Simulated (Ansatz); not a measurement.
Born–Oppenheimer molecular dynamics of CH7BO (10 atoms, charge 0, multiplicity 1). It starts at the highest image of a converged band. Of that band: Neighbouring images differ by up to 1.4 eV, so the band resolves the path poorly. A vibrational analysis at the climbing image gives one clearly imaginary mode, 1367i cm⁻¹: a first-order saddle point.

All numbers below come from RKS PBE0-D4/6-31G* in Ansatz.

| Item | Value |
| --- | --- |
| ensemble | NVE (velocity Verlet) |
| time step | 0.5 fs |
| steps asked | 200 |
| starting velocities drawn for | 300 K |
| seed | 8117 |

First frame:

```xyz
10
Properties=species:S:1:pos:R:3
B -0.004 0.285 0.083
H -0.008 -0.438 1.226
C 1.362 0.038 -0.676
H 1.448 -1.001 -1.015
H 1.408 0.668 -1.575
H 2.256 0.256 -0.074
H -1.058 0.043 -0.431
O -0.095 1.673 0.850
H 0.799 2.046 0.889
H -0.042 0.561 1.454
```

Q: How far do the bonds stretch over the last three quarters of this one trajectory? (Pairs bonded in most of those frames.)

A: 
```tsv
bond	mean (Å)	spread (Å)	shortest	longest
B1–H2	1.207	0.040	1.15	1.28
B1–C3	1.578	0.035	1.52	1.66
B1–H7	1.208	0.019	1.16	1.25
C3–H4	1.104	0.022	1.07	1.15
C3–H5	1.102	0.040	1.04	1.17
C3–H6	1.100	0.013	1.08	1.12
O8–H9	0.968	0.013	0.94	1.00
O8–H10	0.978	0.031	0.93	1.03
```

Mean temperature of the second half: 461 K. The conserved energy stayed within 0.3 meV per atom of its start (net change 0.11 meV per atom), so the integration is sound. The kinetic energy rose, since the run started high on the potential surface and went downhill. It ends in pieces (CH5B + H2O), so much of that is their flight and rotation, not heat. A run of 0.1 ps of so small a system gives no equilibrium averages. The orbitals stay closed-shell, which can raise the energy where a bond breaks towards radicals; this wasn't checked here.

Time of the run: 5 min on 1 thread of Arm Neoverse V2, with other jobs on the host, peak memory 0.1 GiB.
